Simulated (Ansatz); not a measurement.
**Structure relaxation of LiW2**

Method: DFT PBE, scalar-relativistic, plane waves, PAW (Ansatz 0.2.0). Cutoff 420 eV, Γ-centred k mesh, Gaussian smearing, no spin polarisation in the final step.

The start puts LiW2 on the CaC2 structure type (I4/mmm, No. 139), with Li in place of Ca, W in place of C, at a guessed volume.

```
CELL_PARAMETERS angstrom
-1.92083 1.92083 3.15036
1.92083 -1.92083 3.15036
1.92083 1.92083 -3.15036
ATOMIC_POSITIONS crystal
Li 0.00000 0.00000 0.00000
W 0.59300 0.59300 0.00000
W 0.40700 0.40700 0.00000
```

Cell and atoms relax at zero pressure; the relaxation can't lower the symmetry of the start. After a coarse first stage the cell is made exact in the group found at 0.06 Å.

The zero of energy is the elements' standard structures at the same level; no fitted shifts are applied.

Q: Which crystal results?

A: It keeps I4/mmm (No. 139), but not the shape of the type it started on. The result has the MoSi2 (C11b) structure. Conventional cell: a = 3.302 Å, c = 8.174 Å. Li has 10 W at 2.70–2.72 Å and 4 Li at 3.30 Å; W has 5 W at 2.68–2.77 Å, 5 Li at 2.70–2.72 Å and 4 W at 3.30 Å.

```xyz
3
Lattice="-1.6512 1.6512 4.0868 1.6512 -1.6512 4.0868 1.6512 1.6512 -4.0868" Properties=species:S:1:pos:R:3 pbc="T T T"
Li    0.0000    0.0000    0.0000
W     0.0000    0.0000    5.4733
W     0.0000    0.0000    2.7002
```

Q: What are its volume, energy, density and gap?

A: The volume per atom is 14.86 Å³, the density is 13.96 g/cm³ and the energy over the elements is 0.55 eV/atom. The gap on the 20×20×20 mesh is 0 eV (a metal).

The final run used a 20×20×20 mesh on its 3-atom cell and 0.10 eV smearing. The k mesh leaves about 4 meV/atom of noise in metals. Spin–orbit coupling is left out. Symmetry constrained the relaxation, so the result can be a saddle point.

Cost: 3 runs of about 3.8 core-minutes in all, on Intel Xeon Platinum 8259CL (Skylake/Cascade Lake) (shared hosts).